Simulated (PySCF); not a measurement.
Gas-phase reaction: 3 Si(CH3)4 ⇌ 3 CH3SiH2 + 3 C2H6 + C3H3 (propargyl)

Computed with PySCF and rigid-rotor harmonic-oscillator thermochemistry at 1 bar. † marks an energy on the PBE0/def2-TZVP geometry and frequencies; other levels use their own. CCSD(T) freezes the core. Open shells (unrestricted): CH3SiH2 (multiplicity 2), C3H3 (propargyl) (multiplicity 2); the rest are closed-shell singlets. B3LYP is the form with VWN-RPA correlation. CH3SiH2: computed as isolated molecules; such fragments, hydroxides, amides, oligomers or adducts are transient or little studied in the gas. CCSD(T) isn't extrapolated to the basis-set limit. Warning, large T1 diagnostic: C3H3 (propargyl) (CCSD(T)/def2-SVP†). Warning, spin contamination: C3H3 (propargyl) (CCSD(T)/def2-SVP†).

ωB97X-V/def2-TZVP† gives ΔH°(298 K) = 1185 kJ.

### Question
What do CCSD(T)/def2-SVP†, B3LYP/def2-TZVP†, PBE/def2-SVP give?

### Answer
CCSD(T)/def2-SVP†: 1045 kJ; B3LYP/def2-TZVP†: 1032 kJ; PBE/def2-SVP: 1061 kJ. For scale, ΔH°(298 K) is 1185 kJ at this level, 1195 kJ at ωB97M-V/def2-TZVP†, and runs from 758 to 1268 kJ over the 18 levels computed.
